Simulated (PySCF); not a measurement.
Gas-phase reaction: 3 BCl₂OH + 2 NH₃ ⇌ 2 BCl₃.NH₃ + B(OH)₃

Computed with PySCF (xtb for GFN2) and rigid-rotor harmonic-oscillator thermochemistry at 1 bar. † marks an energy on the PBE0/def2-TZVP geometry and frequencies; other levels use their own. MP2 and CCSD(T) freeze the core. 6-31G* has spherical d functions here. All species are closed-shell singlets. Adducts (BCl₃.NH₃) have no counterpoise correction, and HF, PBE, BLYP, B3LYP and PBE0 lack dispersion. BCl₂OH, BCl₃.NH₃: computed as isolated molecules; such fragments, hydroxides, amides, oligomers or adducts are transient or little studied in the gas. MP2 isn't extrapolated to the basis-set limit; its ΔH°(298 K) is -202.2 kJ in def2-SVP and -189.5 kJ in def2-TZVPP. CCSD(T) isn't extrapolated to the basis-set limit; its ΔH°(298 K) is -186.6 kJ in def2-SVP and -172.5 kJ in def2-TZVPP. The harmonic model lacks anharmonicity and excited electronic states, which grow with temperature; levels with a mode under 35 cm⁻¹ are left out. Internal rotation in BCl₂OH, BCl₃.NH₃, B(OH)₃ is treated as a harmonic vibration of one conformer, which makes the entropy rough.

| level | ΔE electronic, kJ | ΔH°(298 K), kJ | ΔS°(298 K), J/K | ΔG°(1000 K), kJ |
|---|---|---|---|---|
| CCSD(T)/def2-TZVPP† | -197 | -173 | -340 | 161 |
| GFN2-xTB | -151 | -136 | -317 | 172 |
| HF/6-31G* | -183 | -155 | -346 | 186 |
| HF/def2-TZVP† | -145 | -121 | -340 | 213 |
| M06-2X/def2-TZVP† | -221 | -197 | -340 | 137 |
| MP2/def2-TZVPP† | -214 | -190 | -340 | 144 |
| PBE/def2-SVP | -212 | -190 | -332 | 133 |
| PBE/def2-TZVP† | -175 | -150 | -340 | 184 |
| PBE0/def2-QZVP† | -192 | -167 | -340 | 166 |
| LDA/def2-TZVP† | -271 | -246 | -340 | 88 |
| ωB97M-V/def2-TZVP† | -206 | -181 | -340 | 152 |
ΔH° is lowest at LDA/def2-TZVP† and highest at HF/def2-TZVP†. No reference value is set beside these.
